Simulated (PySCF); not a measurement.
SMILES C#CC[P-]C, [C₄H₆P]-, charge -1

Molfile (atoms numbered from 1):
```
C4H6P
     RDKit          3D

 11 10  0  0  0  0  0  0  0  0999 V2000
    1.6735    1.7039    0.6768 C   0  0  0  0  0  0  0  0  0  0  0  0
    1.3643    0.5502    0.4283 C   0  0  0  0  0  0  0  0  0  0  0  0
    0.9611   -0.8191    0.1505 C   0  0  0  0  0  0  0  0  0  0  0  0
   -0.4511   -0.9966   -1.1248 P   0  0  0  0  0  0  0  0  0  0  0  0
   -1.7818   -0.2032   -0.0568 C   0  0  0  0  0  0  0  0  0  0  0  0
    1.9026    2.7388    0.8377 H   0  0  0  0  0  0  0  0  0  0  0  0
    0.7219   -1.3125    1.1170 H   0  0  0  0  0  0  0  0  0  0  0  0
    1.8258   -1.3653   -0.2682 H   0  0  0  0  0  0  0  0  0  0  0  0
   -2.7280   -0.2110   -0.6292 H   0  0  0  0  0  0  0  0  0  0  0  0
   -1.5798    0.8549    0.2078 H   0  0  0  0  0  0  0  0  0  0  0  0
   -1.9854   -0.7364    0.8983 H   0  0  0  0  0  0  0  0  0  0  0  0
  1  2  3  0
  2  3  1  0
  3  4  1  0
  4  5  1  0
  1  6  1  0
  3  7  1  0
  3  8  1  0
  5  9  1  0
  5 10  1  0
  5 11  1  0
M  CHG  1   4  -1
M  END
```

Theory: GIAO B97-2/aug-pcSseg-1 magnetisability, rotational g tensor and spin-rotation constants, non-relativistic, gas phase in PySCF. Geometry: PBE0-D3(BJ)/def2-SVP.

For an ion the centre-of-mass motion in the field is neglected. The highest occupied orbital is unbound at this level, so the values depend on the basis.

Task: What are the magnetisability and the molar susceptibility?

Result: Isotropic -1032 × 10⁻³⁰ J/T², or -62.2 × 10⁻⁶ cm³/mol; principal values -1147, -1009, -940 × 10⁻³⁰ J/T², anisotropy 183 × 10⁻³⁰ J/T² (root of half the summed squared differences of the principal values). The susceptibility is in cgs units.

Task: Split it along the inertial axes a, b, c into diamagnetic and paramagnetic parts about the centre of mass, with the quadrupole moment.

Result: 
| axis | χ (10⁻⁶ cm³/mol) | diamagnetic (10⁻⁶ cm³/mol) | paramagnetic (10⁻⁶ cm³/mol) | summed x² of all electrons (Å²) | quadrupole Θ (D Å) |
| --- | --- | --- | --- | --- | --- |
| a | -63.5 | -273.7 | 210.2 | 119.3 | -10.44 |
| b | -61.2 | -592.8 | 531.6 | 44.0 | +6.76 |
| c | -61.8 | -692.8 | 631.0 | 20.5 | +3.68 |

Anisotropies 2χaa − χbb − χcc = -4.0 and 2χbb − χaa − χcc = +3.0 × 10⁻⁶ cm³/mol. Θ is traceless in Buckingham's convention.

Task: And the rotational g tensor?

Result: 
```csv
axis,rotational constant (GHz),g,nuclear part,electronic part
a,7.3241,-0.0778,0.6455,-0.7233
b,2.3916,-0.0394,0.5579,-0.5973
c,2.0180,-0.0309,0.5673,-0.5982
```
Asymmetric top; isotopes 12C, 1H, 31P; no vibrational averaging.
